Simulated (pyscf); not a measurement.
A first-order saddle from PySCF, ωB97X-D3(BJ)/def2-SVP:

```xyz
13

Ti     0.2927     0.1736    -0.0911
Cl     0.3210    -1.7520     1.0880
N      1.1148     1.8318    -0.9416
N     -0.3013    -0.4512    -1.7339
N     -0.8292     1.2001     0.9716
H      1.1900     2.7359    -0.4823
H      1.4665     1.8744    -1.8948
H     -0.4008    -1.4513    -1.8992
H     -0.7665     0.0920    -2.4562
H     -1.1388     0.8545     1.8783
H     -1.3765     2.0036     0.6747
H      2.1567     0.1615     0.2815
H      1.9933     0.9684    -0.2428
```

Surface: singlet, charge 0. Lowest wavenumbers (cm⁻¹): 1208i, 110, 137, 191, 200.

Problem. What reaction is this the transition state of?

Solution. H₂N–Ti(NH₂)(NH₂)–Cl (SMILES [NH2][Ti]([NH2])([NH2])[Cl]) + H₂ (SMILES [H][H]) <-> H₂N–TiH(NH₂)–Cl (SMILES [NH2][TiH]([NH2])[Cl]) + NH₃ (SMILES N), a four-centre exchange read from left to right: N–Ti, H–H broken and H–Ti, H–N formed. At ωB97M-D3(BJ)/def2-TZVP it lies +117.4 kJ/mol from the left side and +40.4 kJ/mol from the right (each side as separated species at their lowest minima found). On the product side the descent ends in an adduct with a N–Ti contact (not fully relaxed), 69.8 kJ/mol under the separated species and 100.0 kJ/mol under the saddle at ωB97X-D3(BJ)/def2-TZVP. What is counted as broken (N–Ti) persists as a longer contact in the product adduct; parting that adduct is a step of its own. At the saddle there is also a short H–Ti contact that neither side keeps. This is the saddle that the search found; another between the same sides may lie lower.
